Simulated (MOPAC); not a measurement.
MOPAC input (PM3):

```
PM3 PRECISE GNORM=0.05 LET XYZ CHARGE=-1 GEO-OK AUX(PRECISION=9) THREADS=1
C2H5O

C     1.12919533 1   -0.39406295 1   -0.00164990 1
C    -0.14143027 1    0.51242111 1   -0.00266185 1
O    -1.28208088 1   -0.15550863 1    0.00560815 1
H     0.02137937 1    1.21875287 1    0.88106336 1
H     0.01494044 1    1.20774330 1   -0.89622607 1
H     2.06517780 1    0.18990598 1   -0.00865831 1
H     1.11748454 1   -1.03576096 1    0.88706791 1
H     1.11107452 1   -1.04672109 1   -0.88224163 1
```

Output:

```
 *******************************************************************************
 **                                                                           **
 **                              MOPAC v23.2.5                                **
 **                                                                           **
 *******************************************************************************
 ** MOPAC's Digital Object Identifier: https://doi.org/10.5281/zenodo.6511958 **
 **                                                                           **
 ** Please cite the open-source release paper for use of this MOPAC version:  **
 ** J. E. Moussa and J. J. P. Stewart (2026)                                  **
 ** MOPAC: An open-source semiempirical molecular orbital program             **
 ** J. Open Source Softw., 11(119), 8025, https://doi.org/10.21105/joss.08025 **
 *******************************************************************************

                              PM3 CALCULATION RESULTS

 *******************************************************************************
 *  PM3        - The PM3 Hamiltonian to be used
 *  GEO-OK     - OVERRIDE INTERATOMIC DISTANCE AND OTHER SAFETY CHECKS
 *
 *
 *
 *                 CHARGE ON SYSTEM = -1
 *
 *
 *
 *  LET        - OVERRIDE SOME SAFETY CHECKS
 *  PRECISE    - TIGHTER CRITERIA TO BE USED
 *  XYZ        - CARTESIAN COORDINATE SYSTEM TO BE USED
 *  GNORM      - EXIT WHEN GRADIENT NORM DROPS BELOW 0.050
 *  AUX        - OUTPUT AUXILIARY INFORMATION
 *******************************************************************************
PM3 PRECISE GNORM=0.05 LET XYZ CHARGE=-1 GEO-OK AUX(PRECISION=9) THREADS=1
 C2H5O

   ATOM   CHEMICAL          X               Y               Z
  NUMBER   SYMBOL      (ANGSTROMS)     (ANGSTROMS)     (ANGSTROMS)

     1       C          1.12919533  *  -0.39406295  *  -0.00164990  *
     2       C         -0.14143027  *   0.51242111  *  -0.00266185  *
     3       O         -1.28208088  *  -0.15550863  *   0.00560815  *
     4       H          0.02137937  *   1.21875287  *   0.88106336  *
     5       H          0.01494044  *   1.20774330  *  -0.89622607  *
     6       H          2.06517780  *   0.18990598  *  -0.00865831  *
     7       H          1.11748454  *  -1.03576096  *   0.88706791  *
     8       H          1.11107452  *  -1.04672109  *  -0.88224163  *

          CARTESIAN COORDINATES

    NO.       ATOM           X           Y           Z

     1         C          1.1292     -0.3941     -0.0016
     2         C         -0.1414      0.5124     -0.0027
     3         O         -1.2821     -0.1555      0.0056
     4         H          0.0214      1.2188      0.8811
     5         H          0.0149      1.2077     -0.8962
     6         H          2.0652      0.1899     -0.0087
     7         H          1.1175     -1.0358      0.8871
     8         H          1.1111     -1.0467     -0.8822

  H: (PM3): J. J. P. STEWART, J. COMP. CHEM. 10, 209 (1989).
  C: (PM3): J. J. P. STEWART, J. COMP. CHEM. 10, 209 (1989).
  O: (PM3): J. J. P. STEWART, J. COMP. CHEM. 10, 209 (1989).

           Empirical Formula: C2 H5 O  =     8 atoms

      MOLECULAR POINT GROUP   :   Cs

      RHF CALCULATION, NO. OF DOUBLY OCCUPIED LEVELS = 10

          Geometry optimization using EF

          DIAGONAL MATRIX USED AS START HESSIAN

 CYCLE:     1  GRAD.:    24.040 HEAT: -44.10996
 CYCLE:     2  GRAD.:   137.541 HEAT: -40.84453
 CYCLE:     3  GRAD.:   123.536 HEAT: -39.46974
 CYCLE:     4  GRAD.:   111.453 HEAT: -38.50907
 CYCLE:     5  GRAD.:   107.830 HEAT: -38.48403
 CYCLE:     6  GRAD.:   147.869 HEAT: -37.73024
 CYCLE:     7  GRAD.:   122.075 HEAT: -39.04120
 CYCLE:     8  GRAD.:   102.168 HEAT: -39.02170
 CYCLE:     9  GRAD.:   116.775 HEAT: -35.51546
 CYCLE:    10  GRAD.:    73.580 HEAT: -43.25608
 CYCLE:    11  GRAD.:    37.852 HEAT: -44.26501
 CYCLE:    12  GRAD.:     8.259 HEAT: -44.76114
 CYCLE:    13  GRAD.:     2.704 HEAT: -44.78324
 CYCLE:    14  GRAD.:     0.785 HEAT: -44.78648
 CYCLE:    15  GRAD.:     0.431 HEAT: -44.78686
 CYCLE:    16  GRAD.:     0.048 HEAT: -44.78693

     GRADIENT =  0.04774 IS LESS THAN CUTOFF =  0.05000

 -------------------------------------------------------------------------------
 PM3 PRECISE GNORM=0.05 LET XYZ CHARGE=-1 GEO-OK AUX(PRECISION=9) THREADS=1
 C2H5O

     GEOMETRY OPTIMISED USING EIGENVECTOR FOLLOWING (EF).
     SCF FIELD WAS ACHIEVED

                              PM3 CALCULATION
                                                       MOPAC v23.2.5 Linux

          FINAL HEAT OF FORMATION =        -44.78693 KCAL/MOL =    -187.38853 KJ/MOL

          COSMO AREA              =         84.60 SQUARE ANGSTROMS
          COSMO VOLUME            =         66.11 CUBIC ANGSTROMS

          GRADIENT NORM           =          0.04774          =       0.01688 PER ATOM
          IONIZATION POTENTIAL    =          1.922512 EV
          HOMO LUMO ENERGIES (EV) =         -1.923  9.171
          NO. OF FILLED LEVELS    =         10
          MOLECULAR WEIGHT        =         45.0609         POINT GROUP:  Cs

          MOLECULAR DIMENSIONS (Angstroms)

            Atom       Atom       Distance
            H     6    O     3     3.35591
            H     7    H     5     2.94577
            H     4    H     8     2.82562

          SCF CALCULATIONS        =         17

   ATOM   CHEMICAL          X               Y               Z
  NUMBER   SYMBOL      (ANGSTROMS)     (ANGSTROMS)     (ANGSTROMS)

     1       C          1.12738669  *  -0.40053832  *  -0.00160957  *
     2       C         -0.14102085  *   0.51263908  *  -0.00266665  *
     3       O         -1.28088267  *  -0.13622633  *   0.00548505  *
     4       H         -0.01708509  *   1.20902106  *   0.87639210  *
     5       H         -0.02348713  *   1.19806821  *  -0.89114961  *
     6       H          2.05999814  *   0.18071899  *  -0.00857979  *
     7       H          1.15853247  *  -1.04910697  *   0.88270871  *
     8       H          1.15215455  *  -1.06000508  *  -0.87799834  *

                             CARTESIAN COORDINATES

   1    C        1.127386694    -0.400538317    -0.001609569
   2    C       -0.141020851     0.512639083    -0.002666652
   3    O       -1.280882666    -0.136226327     0.005485051
   4    H       -0.017085094     1.209021065     0.876392096
   5    H       -0.023487127     1.198068214    -0.891149608
   6    H        2.059998136     0.180718988    -0.008579787
   7    H        1.158532466    -1.049106966     0.882708708
   8    H        1.152154550    -1.060005081    -0.877998345

           Empirical Formula: C2 H5 O  =     8 atoms

      MOLECULAR POINT GROUP   :   Cs

                  EIGENVALUES
 -29.53164 -23.30911 -15.29459  -9.57340  -9.22914  -7.76596  -6.73969  -6.71465
  -2.19913  -1.92251   9.17098   9.54894   9.61366  10.21906  11.17423  11.19368
  14.72030

              NET ATOMIC CHARGES AND DIPOLE CONTRIBUTIONS

  ATOM NO.   TYPE          CHARGE      No. of ELECS.   s-Pop       p-Pop
    1          C          -0.200206        4.2002     1.18152     3.01868
    2          C           0.305205        3.6948     1.11059     2.58421
    3          O          -0.829494        6.8295     1.90602     4.92347
    4          H          -0.128349        1.1283     1.12835
    5          H          -0.128347        1.1283     1.12835
    6          H          -0.024186        1.0242     1.02419
    7          H           0.002687        0.9973     0.99731
    8          H           0.002690        0.9973     0.99731
 DIPOLE           X         Y         Z       TOTAL
 POINT-CHG.     3.172     0.110    -0.012     3.174
 HYBRID         0.834    -0.010    -0.003     0.834
 SUM            4.006     0.100    -0.015     4.007

          ATOMIC ORBITAL ELECTRON POPULATIONS

     Atom    s        px        py        pz
    1  C   1.18152   1.03324   1.01267   0.97277
    2  C   1.11059   0.86999   0.86006   0.85416
    3  O   1.90602   1.30799   1.71194   1.90354
    4  H   1.12835
    5  H   1.12835
    6  H   1.02419
    7  H   0.99731
    8  H   0.99731

 **********************
 *                    *
 * JOB ENDED NORMALLY *
 *                    *
 **********************

 == MOPAC DONE ==
```

The dipole moment of an ion depends on the origin.
